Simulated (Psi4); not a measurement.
**H2S2: a chain of runs**

Aim: a geometry optimisation (singlet H2S2, HF/6-31G**), then a single-point energy (doublet [H2S2]+, UHF/6-31G**), then a structure relaxation (doublet [H2S2]+, UHF/6-31G**), then a single-point energy (singlet H2S2, HF/6-31G**) of H2S2. 

The calculation is run with Psi4 1.11.

## (1) The structure to begin with

The species is H2S2 (4 atoms), meant as a singlet with charge 0. The shape is that of a GFN2-xTB optimisation. The run starts from this shape.

Bond lengths: S1–S2 2.045 Å, S1–H3 1.340 Å, S2–H4 1.340 Å. Angles: S1–S2–H4 98.2°, S2–S1–H3 98.1°.

## (2) A structure relaxation at HF/6-31G(d,p) (density fitting, Cartesian functions) (run 1)

job.dat

```
memory 1600 mb

molecule m {
  S
  S 1 R2
  H 1 R3 2 A3
  H 2 R4 1 A4 3 D4

  R2 = 2.045302
  R3 = 1.339774
  A3 = 98.09434
  R4 = 1.339902
  A4 = 98.16985
  D4 = -95.97179
  symmetry c1
}

set {
  basis     6-31G**
  reference rhf
}

opt("hf")
print_variables()
```

On the command line:

```sh
$ psi4 -n 1 job.dat job.out
```

job.out:

```text
[...]
  Running in c1 symmetry.
[...]
  Nuclear repulsion =   85.558354230155686
[...]
  Multiplicity = 1
[...]
  Nalpha       = 17
  Nbeta        = 17
[...]
    Number of basis functions: 48
[...]
   @DF-RHF iter   1:  -796.14673357086508   -2.06622e-01   4.10713e-03 ADIIS/DIIS
[...]
   @DF-RHF iter   8:  -796.18189575939869   -1.47793e-12   2.46503e-09 DIIS
[...]
  @DF-RHF Final Energy:  -796.18189575939869
   => Energetics <=
    Nuclear Repulsion Energy =             84.9859949406781965
    One-Electron Energy =               -1269.6746698865877079
    Two-Electron Energy =                 388.5067791865108120
    Total Energy =                       -796.1818957593986852
[...]
 Multipole Moments:
 ------------------------------------------------------------------------------------
     Multipole            Electronic (a.u.)      Nuclear  (a.u.)        Total (a.u.)
 ------------------------------------------------------------------------------------
 L = 1.  Multiply by 2.5417464519 to convert [e a0] to [Debye]
 Dipole X            :         -0.7600282            1.1910429            0.4310147
 Dipole Y            :         -0.7609397            1.1924719            0.4315323
 Dipole Z            :         -0.0000049            0.0000042           -0.0000007
 Magnitude           :                                                    0.6099129
[...]
  -Total Gradient:
     Atom            X                  Y                   Z
    ------   -----------------  -----------------  -----------------
       1       -0.000010452365    -0.000044143785     0.000017607612
       2       -0.000045123457    -0.000010330706    -0.000018049517
       3        0.000002506317     0.000051900661    -0.000020105427
       4        0.000053069506     0.000002573830     0.000020547326
[...]
    Final optimized geometry and variables:
    Molecular point group: c1
    Full point group: C1
    Geometry (in Angstrom), charge = 0, multiplicity = 1:
    S
    S             1          R2
    H             1          R3      2          A3
    H             2          R4      1          A4      3          D4
    A3        =   99.0494890141
    A4        =   99.0496755919
    D4        =  -89.9312314052
    R2        =    2.0646181106
    R3        =    1.3282315056
    R4        =    1.3282336786
[...]
```

The script printed:

```text
Optimizer: Optimization complete!
```

It took 6.9 s on 1 thread of AMD EPYC 7R43 (Zen 3), shared host; peak memory 0.21 GiB.

Step by step:

```csv
step,energy from the first frame kept (eV),largest force (eV/Å)
0,0.0000,0.6131
1,-0.0093,0.1506
2,-0.0131,0.0826
3,-0.0138,0.0164
4,-0.0138,0.0029
```

After the run. Bond lengths: S1–S2 2.065 Å, S1–H3 1.328 Å, S2–H4 1.328 Å. Angles: S1–S2–H4 99.0°, S2–S1–H3 99.0°.

## (3) The doublet cation: a single-point energy at UHF/6-31G(d,p) (density fitting, Cartesian functions) (run 2)

h2s2.xyz

```xyz
4
H2S2
S     -0.428976    -0.518473    -0.900983
S     -0.424060     0.722467     0.749075
H      0.692637    -0.102764    -1.478364
H      0.257058    -0.049089     1.588709
```

calc.py

```python
import psi4

psi4.set_memory('1600 MB')
psi4.set_num_threads(1)
psi4.set_output_file('h2s2.out', False)

with open('h2s2.xyz') as f:
    atoms = ''.join(f.readlines()[2:])
mol = psi4.geometry('1 2\n' + atoms + '')

options = {'reference': 'uhf'}
psi4.set_options(options)

result = psi4.energy('scf/6-31G**', molecule=mol)
print('E =', round(result, 9))
```

On the command line:

```sh
$ python calc.py
```

h2s2.out:

```text
[...]
  Running in c1 symmetry.
[...]
  Nuclear repulsion =   84.985995717275628
[...]
  Multiplicity = 2
[...]
  Nalpha       = 17
  Nbeta        = 16
[...]
    Number of basis functions: 48
[...]
   @DF-UHF iter   1:  -795.76990226522025    1.55951e-01   5.21518e-03 DIIS/ADIIS
[...]
   @DF-UHF iter  12:  -795.82856832507616   -1.17548e-07   8.11717e-07 DIIS
[...]
   @S^2 Observed:                8.081989327E-01
[...]
    Orbital Energies [Eh]
    ---------------------
    Alpha Occupied:
       1A    -92.282259     2A    -92.282226     3A     -9.292838
       4A     -9.292667     5A     -6.983094     6A     -6.982996
       7A     -6.971483     8A     -6.971405     9A     -6.969280
      10A     -6.969095    11A     -1.368022    12A     -1.195445
      13A     -0.886673    14A     -0.846067    15A     -0.758735
      16A     -0.703586    17A     -0.683713
    Alpha Virtual:
      18A     -0.161511    19A     -0.065052    20A     -0.053918
      21A      0.193726    22A      0.238435    23A      0.239506
      24A      0.259291    25A      0.263133    26A      0.295452
[...]
  @DF-UHF Final Energy:  -795.82856832507616
   => Energetics <=
    Nuclear Repulsion Energy =             84.9859957172756282
    One-Electron Energy =               -1259.8019786535262483
    Two-Electron Energy =                 378.9874146111743585
    Total Energy =                       -795.8285683250761622
  UHF NO Occupations:
  HONO-2 :   15  A 1.9977155
  HONO-1 :   16  A 1.9741321
[...]
 Multipole Moments:
 ------------------------------------------------------------------------------------
     Multipole            Electronic (a.u.)      Nuclear  (a.u.)        Total (a.u.)
 ------------------------------------------------------------------------------------
 L = 1.  Multiply by 2.5417464519 to convert [e a0] to [Debye]
 Dipole X            :         -0.7456491            1.6369071            0.8912579
 Dipole Y            :          0.1475035           -0.3231145           -0.1756109
 Dipole Z            :         -0.1081112            0.2381297            0.1300185
 Magnitude           :                                                    0.9176517
[...]
```

The script printed:

```text
E = -795.828568325
```

Run time: 3.6 s. Hardware: 1 thread of AMD EPYC 7R43 (Zen 3), shared host; peak memory 0.18 GiB.

## (4) The doublet cation: a structure relaxation at UHF/6-31G(d,p) (density fitting, Cartesian functions) (run 3)

calc.inp

```
memory 1600 mb

molecule molecule1 {
  1 2
  S     -0.81064715    -0.97977197    -1.70261111
  S     -0.80135726     1.36526476     1.41554660
  H      1.30889423    -0.19419582    -2.79370307
  H      0.48576922    -0.09276477     3.00222490
  units au
  symmetry c1
}

set {
  basis     6-31G**
  reference uhf
}

e_tot = optimize('scf')
```

On the command line:

```sh
$ psi4 -n 1 calc.inp calc.out
```

calc.out:

```text
[...]
  Running in c1 symmetry.
[...]
  Nuclear repulsion =   84.985995856105887
[...]
  Multiplicity = 2
[...]
  Nalpha       = 17
  Nbeta        = 16
[...]
    Number of basis functions: 48
[...]
   @DF-UHF iter   1:  -795.76990226391285    1.55951e-01   5.21518e-03 ADIIS/DIIS
[...]
   @DF-UHF iter   9:  -795.86519221230606   -2.95586e-12   3.48003e-09 DIIS
[...]
   @S^2 Observed:                7.666605878E-01
[...]
  @DF-UHF Final Energy:  -795.86519221230606
   => Energetics <=
    Nuclear Repulsion Energy =             87.8427586044394104
    One-Electron Energy =               -1265.4382858609642426
    Two-Electron Energy =                 381.7303350442186911
    Total Energy =                       -795.8651922123060558
  UHF NO Occupations:
  HONO-2 :   15  A 1.9979308
  HONO-1 :   16  A 1.9954261
[...]
 Multipole Moments:
 ------------------------------------------------------------------------------------
     Multipole            Electronic (a.u.)      Nuclear  (a.u.)        Total (a.u.)
 ------------------------------------------------------------------------------------
 L = 1.  Multiply by 2.5417464519 to convert [e a0] to [Debye]
 Dipole X            :         -1.2493501            2.3116157            1.0622657
 Dipole Y            :          0.2466138           -0.4562984           -0.2096846
 Dipole Z            :         -0.1817466            0.3362775            0.1545309
 Magnitude           :                                                    1.0937348
[...]
  -Total Gradient:
     Atom            X                  Y                   Z
    ------   -----------------  -----------------  -----------------
       1       -0.000000139172    -0.000000485511     0.000007637348
       2        0.000002172141     0.000000077311    -0.000007373422
       3       -0.000000573233     0.000001682087    -0.000001301701
       4       -0.000001459736    -0.000001273883     0.000001037775
[...]
    Final optimized geometry and variables:
    Molecular point group: c1
    Full point group: C1
    Geometry (in Bohr), charge = 1, multiplicity = 2:
    S            0.098761950876    -0.444688469920    -1.817984298867
    S           -0.245775468669     0.473708011301     1.796597810212
    H            2.545868678206    -1.030213284433    -1.904824712115
    H            2.117963340430     0.109602252918     2.583286067605
    Psi4 run time: 0:00:07.29
[...]
```

On the terminal:

```text
Optimizer: Optimization complete!
```

Run time: 9.3 s. Hardware: 1 thread of AMD EPYC 7R43 (Zen 3), shared host; peak memory 0.2 GiB.

Steps, from the record of the run:

```csv
step,energy from the first frame kept (eV),largest force (eV/Å)
0,0.0000,1.4002
1,-0.5424,1.4291
2,-0.9399,0.6866
3,-0.9867,0.2416
4,-0.9964,0.0279
5,-0.9966,0.0022
6,-0.9966,0.0004
```

After the run. Bond lengths: S1–S2 1.982 Å, S1–H3 1.332 Å, S2–H4 1.332 Å. Angles: S1–S2–H4 100.4°, S2–S1–H3 100.4°.

## (5) The energy at HF/6-31G(d,p) (density fitting, Cartesian functions) (run 4)

job.inp

```
memory 1600 mb

molecule molecule1 {
  0 1
  S     -0.346711    -0.138759    -1.033983
  S     -0.529032     0.347235     0.878772
  H      0.948242    -0.448606    -1.079937
  H      0.721805     0.154559     1.295069
}

set basis 6-31G**

energy_value = energy("hf")
```

On the command line:

```sh
$ psi4 -i job.inp -o job.out -n 1
```

job.out:

```text
[...]
  Running in c1 symmetry.
[...]
  Nuclear repulsion =   87.842745459714010
[...]
  Multiplicity = 1
[...]
  Nalpha       = 17
  Nbeta        = 17
[...]
    Number of basis functions: 48
[...]
   @DF-RHF iter   1:  -796.12137494301226   -7.25797e-02   4.50180e-03 ADIIS/DIIS
[...]
   @DF-RHF iter   7:  -796.16214776679169   -1.45307e-08   5.16400e-07 DIIS
[...]
    Orbital Energies [Eh]
    ---------------------
    Doubly Occupied:
       1A    -91.969485     2A    -91.969475     3A     -8.984001
       4A     -8.983790     5A     -6.667256     6A     -6.666795
       7A     -6.665218     8A     -6.665108     9A     -6.662247
      10A     -6.662222    11A     -1.088628    12A     -0.887759
      13A     -0.643296    14A     -0.494499    15A     -0.490867
      16A     -0.474611    17A     -0.326506
[...]
  @DF-RHF Final Energy:  -796.16214776679169
   => Energetics <=
    Nuclear Repulsion Energy =             87.8427454597140098
    One-Electron Energy =               -1275.4063966195139983
    Two-Electron Energy =                 391.4015033930082836
    Total Energy =                       -796.1621477667916906
[...]
 Multipole Moments:
 ------------------------------------------------------------------------------------
     Multipole            Electronic (a.u.)      Nuclear  (a.u.)        Total (a.u.)
 ------------------------------------------------------------------------------------
 L = 1.  Multiply by 2.5417464519 to convert [e a0] to [Debye]
 Dipole X            :         -1.4480468            2.3116159            0.8635690
 Dipole Y            :          0.2858353           -0.4562985           -0.1704632
 Dipole Z            :         -0.2106516            0.3362771            0.1256254
 Magnitude           :                                                    0.8891518
[...]
```

Run time: 2.9 s. Hardware: 1 thread of AMD EPYC 7R43 (Zen 3), shared host; peak memory 0.18 GiB.

## (6) What came out

| quantity | value |
| --- | --- |
| run 1, HF/6-31G**: total energy at the end | -796.18190 Eh |
| run 1, HF/6-31G**: dipole moment | 1.55 D |
| run 1, HF/6-31G**: HOMO energy | -10.49 eV |
| run 1, HF/6-31G**: LUMO energy | 2.78 eV |
| run 1, HF/6-31G**: HOMO–LUMO gap | 13.27 eV |
| doublet cation, run 2: total energy | -795.82857 Eh |
| doublet cation, run 2: HOMO energy (highest over α and β) | -16.31 eV |
| doublet cation, run 2: LUMO energy (lowest over α and β) | -8.71 eV |
| doublet cation, run 2: ⟨S²⟩ | 0.808 |
| doublet cation, run 3: total energy at the end | -795.86519 Eh |
| doublet cation, run 3: HOMO energy (highest over α and β) | -17.69 eV |
| doublet cation, run 3: LUMO energy (lowest over α and β) | -7.34 eV |
| doublet cation, run 3: ⟨S²⟩ | 0.767 |
| run 4, HF/6-31G**: total energy | -796.16215 Eh |
| run 4, HF/6-31G**: dipole moment | 2.26 D |
| run 4, HF/6-31G**: HOMO energy | -8.88 eV |
| run 4, HF/6-31G**: LUMO energy | 3.41 eV |
| run 4, HF/6-31G**: HOMO–LUMO gap | 12.30 eV |
| adiabatic ionisation energy (to the doublet cation, no zero-point term) | 8.618 eV |

In words: The adiabatic ionisation energy (to the doublet cation, no zero-point term) is 8.62 eV (832 kJ/mol). The optimisation (run 1, HF/6-31G**) took 5 steps and changed the energy by -0.014 eV. The optimisation (doublet cation, run 3) took 7 steps and changed the energy by -0.997 eV.
